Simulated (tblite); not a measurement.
**Question.** What does the GFN2-xTB structure of `[H]/[C]=C1/C=CC1=S` [radical] look like in three dimensions? (Doublet state.)

**Answer.** 
```xyz
9
C5H3S angstrom
C      1.9910    0.1780   -0.0258
C      0.7454   -0.0577   -0.0425
C     -0.2151   -1.1592    0.0191
C     -1.3264   -0.3840   -0.1054
C     -0.5979    0.8488   -0.0959
S     -0.8542    2.3971    0.2212
H      2.7007    0.9650   -0.0537
H     -0.0505   -2.2005    0.2219
H     -2.3794   -0.5814   -0.1641
```

Any rigid rotation of these coordinates is as good. Atoms count from 1 in this order. The 5 C–C bonds span 1.268 Å (C1=C2, drawn double) to 1.621 Å (C2–C5, drawn single), a spread of 0.353 Å. C3 (carbon bonded to 2 C and H) is planar (angles 134.0°, 129.6° and 95.9°, sum 359.6°, 0.04 Å off the plane of its three neighbours). The 4-membered ring C2–C3–C4–C5 has internal angles of 83.0° to 95.9°; it is almost planar, 0.02 Å rms from its mean plane, widest ring torsion 4°. C2 (carbon bonded to 3 C) is planar (angles 141.7°, 135.3° and 83.0°, sum 360.0°, 0.01 Å off the plane of its three neighbours).

Bonds between heavy atoms (Å): C1=C2 1.268, C2–C3 1.463, C3=C4 1.361, C4–C5 1.432, C5=S6 1.601, C2–C5 1.621.

Structure optimised with GFN2-xTB, isolated species. This method treats the open shell by occupation alone, without spin polarisation.

Point group: C1 (no symmetry element, even within 0.4 Å). Its GFN2-xTB frequencies are all real (lowest 132 cm⁻¹). 2 starts were optimised and ended at 0.00 and 0.30 kcal/mol (GFN2-xTB); the lowest of these is shown.

The numbers are calculated, not measured.
